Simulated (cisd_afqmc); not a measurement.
Input (AFQMC/CISD/cc-pVDZ; cisd_afqmc is a phaseless AFQMC code with CISD trial states that reads the integrals written by Ansatz):

Ansatz 0.2 input:
```python
import cisd_afqmc

open("ham.yaml", "w").write("""\
crystal:
  periodic: [false, false, false]
  atoms:
    - {symbol: C, position_ang: [1.14994989, -0.54805864, 0.07775300]}
    - {symbol: C, position_ang: [0.10013176, 0.48549521, 0.15382145]}
    - {symbol: O, position_ang: [-1.15118320, -0.08480746, -0.21949469]}
    - {symbol: H, position_ang: [-1.80250589, 0.62027597, -0.28928765]}
    - {symbol: H, position_ang: [0.05460005, 0.90627688, 1.17027256]}
    - {symbol: H, position_ang: [0.34691521, 1.32964221, -0.51637175]}
    - {symbol: H, position_ang: [2.11024124, -0.38271833, 0.54415866]}
    - {symbol: H, position_ang: [0.99972501, -1.41963647, -0.54226091]}
basis:
  gaussian:
    orbitals: cc-pVDZ
magnetization: {spin_polarized: true, initial_magnetization: 1}
correlation: {method: ccsd, electrons: outside_noble_gas, hamiltonian_folder: ham}
""")
rep = cisd_afqmc.ansatz("ham.yaml")
e_ccsd = rep["correlation"]["coupled_cluster"]["energy"]["hartree"]
out = cisd_afqmc.run("ham", e_ccsd, trial="CISD", walkers=100, populations=8, threads=8, dt=0.005, steps=40, early=24, settle=10, least=32,
    cut=5e-5, rank_cut=2e-4, target=0.0004, seconds=1500, seed=1, memory=17280, gpu=False)
```

Output:

```
orbitals 64, occupied [10, 9], factors 402 of 605, rank of the doubles 448 of 1035
E(HF) = -153.458654
E(CCSD) on the cut factors = -153.942308, shift to the whole factors -0.000008
Energy of the trial state on the determinant = -153.942319
  tau behind 7.2 of longer steps, mean of the populations' last blocks
   2.0  -153.95645
   4.0  -153.95700
   6.0  -153.95812
   8.0  -153.95602
  10.0  -153.95469
  12.0  -153.95571
  14.0  -153.95570
  16.0  -153.95450
blocks 641 (1 outliers left out), error by blocks joined: 1: 0.00023, 2: 0.00029, 4: 0.00034, 8: 0.00036, 16: 0.00039
E(AFQMC/CISD) = -153.95592 +/- 0.00039
```
